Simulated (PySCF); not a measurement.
Simulated Si 2p region for `[SiH3][SiH3]`, binding energy against the vacuum level.

Every computed line was given a Gaussian of 1.0 eV full width at half maximum and an area set by the number of equivalent atoms (split 2:1 within a doublet); the highest printed point is 100. Level of theory: delta-SCF UKS SCAN, pcX-2 on the ionised atom, pcseg-1 elsewhere, spin-free X2C in PySCF 2.14.0.

binding energy (eV), intensity and a bar:
```
    105.2          0 
    105.3          0 
    105.4          1 
    105.5          2 #
    105.6          3 #
    105.7          6 ##
    105.8         10 ###
    105.9         16 #####
    106.0         24 #######
    106.1         34 ##########
    106.2         46 ##############
    106.3         59 ##################
    106.4         72 ######################
    106.5         84 #########################
    106.6         93 ############################
    106.7         98 #############################
    106.8        100 ##############################
    106.9         98 ##############################
    107.0         94 ############################
    107.1         87 ##########################
    107.2         78 #######################
    107.3         69 #####################
    107.4         59 ##################
    107.5         49 ###############
    107.6         39 ############
    107.7         30 #########
    107.8         23 #######
    107.9         16 #####
    108.0         11 ###
    108.1          7 ##
    108.2          4 #
    108.3          3 #
    108.4          1 
    108.5          1 
    108.6          0 
    108.7          0
```

Count the maxima, the lines and the sites behind this envelope.

The curve has 1 maximum (at 106.8 eV). Under it lie 2 lines from 1 inequivalent silicon site, drawn as a 2p3/2, 2p1/2 pair. At this width some lines have no maximum of their own.

Decompose the envelope and assign each component. Numbering: `[SiH3:1][SiH3:2]`.

```json
{"position (eV)": "106.67", "relative area": "1.33", "line": "Si 2p3/2", "atoms": "Si1/Si2", "environment": "SiH3 silicon"}
{"position (eV)": "107.29", "relative area": "0.67", "line": "Si 2p1/2", "atoms": "Si1/Si2", "environment": "SiH3 silicon"}
```

Shake-up satellites, vibrational structure and lifetime widths aren't simulated. The first atom of each set that the bonding makes equivalent was ionised and stands for the set. The 2p values aren't plain energy differences: one relaxed spin-free 2p hole is combined with a matrix within the shell (ground-state 2p orbital-energy differences and spin–orbit coupling). 2p3/2, the mean of its two sublevels, lies a third of the splitting below the shell's mean and 2p1/2 two thirds above it; the statistical areas are 2:1. 2p1/2 minus 2p3/2 (ligand field included): Si 0.62 eV. Geometry: PBE0-D3(BJ)/def2-SVP; no solvent, vibrations or thermal averaging.
